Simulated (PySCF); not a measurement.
Molecule: `C=C=COC`, C₄H₆O.

Mapped SMILES: `[CH2:1]=[C:2]=[CH:3][O:4][CH3:5]`. Hydrogens are named by the atom that carries them.

Spin–spin couplings on one PBE0-D3(BJ)/def2-SVP geometry, PySCF 2.14, gas phase, non-relativistic, equivalent pairs averaged (without the spin–dipole term); isotopes 13C, 1H, 17O; functional B3LYP.

**Question.** How do the couplings (Hz) change with the basis set? Times are CPU seconds on shared hosts with different chips, so compare them loosely. Far from the basis limit: 6-31G*, pcJ-0, 6-31G-J, def2-TZVP, cc-pVTZ.

**Answer.** 
| basis set | functions | 1J(C3,H(C3)) | 1J(C1,H(C1)) | 1J(C5,H(C5)) | 1J(C2,C3) | 1J(C1,C2) | 1J(O4,C5) | 1J(C3,O4) | core-s |
| --- | --- | --- | --- | --- | --- | --- | --- | --- | --- |
| 6-31G* | 82 | 183.1 | 178.9 | 151.9 | 138.0 | 119.2 | 11.2 | 8.5 | 3.6 |
| pcJ-0 | 83 | 169.7 | 158.6 | 124.0 | 109.0 | 90.7 | 28.4 | 31.6 | 6 |
| 6-31G-J | 84 | 192.4 | 185.4 | 152.2 | 137.4 | 118.2 | 31.8 | 33.2 | 5.7 |
| def2-TZVP | 191 | 178.6 | 169.4 | 139.8 | 134.7 | 115.1 | 25.9 | 26.0 | 18 |
| pcJ-1 | 195 | 186.9 | 179.1 | 147.5 | 135.7 | 117.2 | 22.4 | 23.1 | 17 |
| cc-pVTZ | 234 | 168.5 | 162.5 | 131.0 | 163.7 | 134.3 | 24.9 | 25.4 | 24 |

The Fermi-contact term samples the wavefunction at the nucleus, which is why sets with added tight s functions (names with J) are made for couplings.
